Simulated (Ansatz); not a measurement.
Ansatz (an electronic-structure program) input (MP2/cc-pCVQZ): A basis named .json is the Basis Set Exchange file of that set (core-valence sets with the plain set on hydrogen).

Ansatz 0.2 input:
```yaml
crystal:
  periodic: [false, false, false]
  atoms:
    - {symbol: C, position_ang: [0.00000000, 0.00000000, 0.00000000]}
    - {symbol: F, position_ang: [0.76292155, 0.76566412, 0.76815773]}
    - {symbol: F, position_ang: [-0.78426309, -0.74930884, 0.76277441]}
    - {symbol: F, position_ang: [-0.74667016, 0.76533291, -0.78428715]}
    - {symbol: F, position_ang: [0.76801170, -0.78168819, -0.74664498]}
basis:
  gaussian:
    orbitals: cc-pCVQZ.json
magnetization: {spin_polarized: false}
correlation: {method: mp2, electrons: outside_noble_gas}
```

Output:

```
Functional definition: HF
integrals: 2.19 GiB planned
2784 factors; integrals over basis functions are off by at most 5.4e-4 eV
mean field: 2.97 GiB planned
mean field evaluation 1: about -11855.9931 eV, gradient 5.0e1 eV
mean field evaluation 2: about -11856.0791 eV, gradient 5.0e1 eV
mean field evaluation 4: about -11860.0226 eV, gradient 3.0e0 eV
mean field evaluation 8: about -11860.0554 eV, gradient 1.8e-1 eV
mean field -11860.05556178 eV, -435.8490028611 hartree, gradient 1.8e-6 eV, S^2 0.000000; 0 other end points of the search recorded, 0 dependent functions left out
5 core orbitals not correlated
reference -11860.05556178 eV, -435.8490028611 hartree; 16, 16 occupied and 399, 399 virtual orbitals, 2784 factors
second order -34.51911512 eV of doubles, -0.00000000 eV of singles
Total energy: -11894.57467690 eV, -437.1175569438 hartree
```
